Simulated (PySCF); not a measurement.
Frontier levels across methods

2,2,2-trifluoroethylamine, C₂H₄F₃N.
Z-matrix (Å and degrees, PBE0-D3(BJ)/def2-SVP geometry), rows numbered from 1:
```
N 
C   1  1.4379
C   2  1.5111  1  110.53
F   3  1.3416  2  110.78  1    56.68
F   3  1.3379  2  110.37  1   175.61
F   3  1.3293  2  112.74  1   -63.85
H   1  1.0152  2  111.01  3   170.48
H   1  1.0172  2  110.77  3   -70.13
H   2  1.1098  1  116.49  3   121.05
H   2  1.1005  1  109.89  3  -117.14
```

Basis pcSseg-2 throughout (PySCF), one geometry. Geometry: PBE0-D3(BJ)/def2-SVP, one conformer, isolated molecule.

Q: How do the orbital energies, the gap and the dipole change with the method?

A: 
```json
{"method": "B97-D", "kind": "GGA", "HOMO (eV)": "-6.11", "LUMO (eV)": "-0.28", "gap (eV)": "5.83", "μ (D)": "2.96", "SCF cycles": "14"}
{"method": "KT2", "kind": "GGA", "HOMO (eV)": "-6.26", "LUMO (eV)": "-0.40", "gap (eV)": "5.85", "μ (D)": "2.97", "SCF cycles": "14"}
{"method": "KT3", "kind": "GGA", "HOMO (eV)": "-6.26", "LUMO (eV)": "-0.63", "gap (eV)": "5.63", "μ (D)": "2.94", "SCF cycles": "14"}
{"method": "B97-2", "kind": "global hybrid", "HOMO (eV)": "-7.37", "LUMO (eV)": "0.35", "gap (eV)": "7.71", "μ (D)": "3.08", "SCF cycles": "12"}
{"method": "B3LYP", "kind": "global hybrid", "HOMO (eV)": "-7.42", "LUMO (eV)": "-0.03", "gap (eV)": "7.39", "μ (D)": "3.11", "SCF cycles": "13"}
{"method": "PBE0", "kind": "global hybrid", "HOMO (eV)": "-7.65", "LUMO (eV)": "0.32", "gap (eV)": "7.96", "μ (D)": "3.11", "SCF cycles": "12"}
{"method": "mPW1PW91", "kind": "global hybrid", "HOMO (eV)": "-7.68", "LUMO (eV)": "0.29", "gap (eV)": "7.97", "μ (D)": "3.11", "SCF cycles": "12"}
{"method": "CAM-B3LYP", "kind": "range-separated hybrid", "HOMO (eV)": "-9.15", "LUMO (eV)": "0.95", "gap (eV)": "10.10", "μ (D)": "3.19", "SCF cycles": "13"}
{"method": "BHandHLYP", "kind": "global hybrid", "HOMO (eV)": "-9.16", "LUMO (eV)": "0.79", "gap (eV)": "9.95", "μ (D)": "3.26", "SCF cycles": "12"}
{"method": "wB97X-D", "kind": "range-separated hybrid", "HOMO (eV)": "-9.58", "LUMO (eV)": "2.07", "gap (eV)": "11.64", "μ (D)": "3.13", "SCF cycles": "14"}
{"method": "LC-wPBE", "kind": "range-separated hybrid", "HOMO (eV)": "-10.53", "LUMO (eV)": "2.15", "gap (eV)": "12.68", "μ (D)": "3.18", "SCF cycles": "14"}
```

The HOMO spans 4.42 eV, from B97-D down to LC-wPBE, and the gap runs from 5.63 eV (KT3) to 12.68 eV (LC-wPBE). Over the methods B97-D (0 %), KT2 (0 %), KT3 (0 %), B97-2 (21 %), B3LYP (20 %), PBE0 (25 %), mPW1PW91 (25 %), BHandHLYP (50 %), a straight line through the gap against the share of exact exchange rises by 0.85 eV for each 10 % (correlation coefficient 0.998). The dipole ranges from 2.94 D (KT3) to 3.26 D (BHandHLYP). This basis has no diffuse functions.

The vertical ΔSCF ionisation energy at B3LYP/def2-SVPD is 10.35 eV; −ε(HOMO) comes closest to it with LC-wPBE (10.53 eV).
